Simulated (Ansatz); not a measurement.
# NaPH2 (triplet): from Hartree-Fock to the top rungs at scale of all distances = 1.511, 6-31G

One table from this session's results is given with a row withheld; the runs are named, their logs left out.

Method: 6-31G, core rule «outside noble gas», up to 10 orbitals frozen; program: Ansatz 0.2.0, Gaussian basis.

The runs, in order: UHF; CCSD(T) on ROHF; CCSD(T) on UHF; BCCD(T) on ROHF; CISD; CCSDT(Q) on ROHF; CCSDT(Q) on UHF; CASSCF and MRCISD+Q, 4 electrons in 4 orbitals; CASSCF and NEVPT2, 4 electrons in 4 orbitals; Full CI.

40 further runs of the same task are left out: 19 for a known fault of the program, 14 that didn't finish, 7 set aside as unsound or not needed.

**The system**

The geometry derives from a PBE0/def2-TZVP stationary point (not a proven minimum). All distances are scaled together.

4 atoms, charge 0, spin multiplicity 3.

Atoms are counted from 1 here; the program's logs count them from 0.

No contacts short enough for the rule that draws bonds.

Geometry (Å):

| atom | x (Å) | y (Å) | z (Å) |
| --- | --- | --- | --- |
| P1 | 0.00000 | 0.06510 | 2.24465 |
| Na2 | 0.00000 | -0.02115 | -3.33023 |
| H3 | 0.00000 | 0.53095 | 4.35114 |
| H4 | 0.00000 | -2.04922 | 2.62936 |

The first run:

File in.yaml:

```yaml
crystal:
  periodic: [false, false, false]
  atoms:
    - {symbol: P, position_ang: [0.000000, 0.065105, 2.244649]}
    - {symbol: Na, position_ang: [0.000000, -0.021149, -3.330227]}
    - {symbol: H, position_ang: [0.000000, 0.530949, 4.351136]}
    - {symbol: H, position_ang: [0.000000, -2.049222, 2.629359]}
basis:
  gaussian: {orbitals: 6-31G}
magnetization: {spin_polarized: true, initial_magnetization: 2}
hamiltonian: {xc: hf}
output: {orbitals: {seedname: orbitals}}
```

Run with:

```
ansatz run in.yaml --threads 1 --pin off --events-out ev --progress --plain --max-ram 2393MiB
```

Steps of the session up to this table: UHF; CCSD(T) on ROHF; CCSD(T) on UHF; BCCD(T) on ROHF; CISD; CCSDT(Q) on ROHF; CCSDT(Q) on UHF; CASSCF and MRCISD+Q, 4 electrons in 4 orbitals; CASSCF and NEVPT2, 4 electrons in 4 orbitals; Full CI.

One table of the session follows, with a row left open; its other results are not shown here.

```
     method  from FCI (meV)
       ROHF         +3271.9
        UHF         +1934.2
       RMP2               ?
       UMP2         +1261.7
       CISD          +357.4
      RCCSD           +65.6
      UCCSD          +114.8
   RCCSD(T)            +5.0
   UCCSD(T)           +68.9
    BCCD(T)           +14.5
     RCCSDT            -3.5
     UCCSDT           +19.3
  RCCSDT(Q)            -3.0
  UCCSDT(Q)           +10.6
CASSCF pair         +1979.4
NEVPT2 pair          +742.7
        FCI               0
```

Estimate the missing values for RMP2.

The run gave: from FCI (meV): +1270.8. In the column «from FCI (meV)» it lies between UMP2 (+1261.7) and UHF (+1934.2).

Not comparable, so not listed: CASSCF and MRCISD+Q, 4 electrons in 4 orbitals (they don't share determinant, frozen orbitals or solution with the rows shown, or repeat one).

Limits of these values: The determinant is far from a pure spin state, so its energy mixes those of several spin states (harmless only where they are near-degenerate, as at dissociation). RCCSDT, RCCSDT(Q) fall below full CI, which methods that aren't variational can do. Levels on UHF freeze UHF's core orbitals, full CI those of ROHF, so the U rows can settle a little off it for that reason alone. Restricted and unrestricted rows rest on different reference determinants; where their highest levels disagree by more than a few hundredths of an eV, they describe different states and don't form one ladder. Warnings in the runs' records: passed over end.
